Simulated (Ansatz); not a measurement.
## Setting up SiNH2Cl in Ansatz

The species is SiNH2Cl (5 atoms), meant as a singlet with charge 0.

```xyz
5

N     0.0059    1.7351    0.0669
Si   -0.3543    1.2883    1.6598
Cl   -0.1477   -0.8021    1.4697
H     0.0157    2.6834   -0.2691
H     0.1776    1.0638   -0.6725
```

Settings wanted:

```
basis set              : def2-SVP
integral approximation : automatic
task                   : energy
method                 : DFT
functional             : PBE
reference              : RKS
accuracy               : medium
```

Task: Give an Ansatz 0.2.0 job that does this.

Result: One that was run (others would do as well):

input.yaml:
```yaml
crystal:
  periodic: [false, false, false]
  atoms:
    - {symbol: N, position_ang: [0.005900, 1.735140, 0.066940]}
    - {symbol: Si, position_ang: [-0.354320, 1.288300, 1.659760]}
    - {symbol: Cl, position_ang: [-0.147750, -0.802090, 1.469740]}
    - {symbol: H, position_ang: [0.015650, 2.683420, -0.269140]}
    - {symbol: H, position_ang: [0.177630, 1.063810, -0.672530]}
basis:
  gaussian:
    orbitals: def2-SVP
hamiltonian:
  xc: pbe
```

```bash
$ ansatz run input.yaml --threads 1 --pin off --max-ram 2610MiB --events-out events.jsonl --progress --plain --runs-dir runs
```

Calculated total energy: -805.01622 Eh.
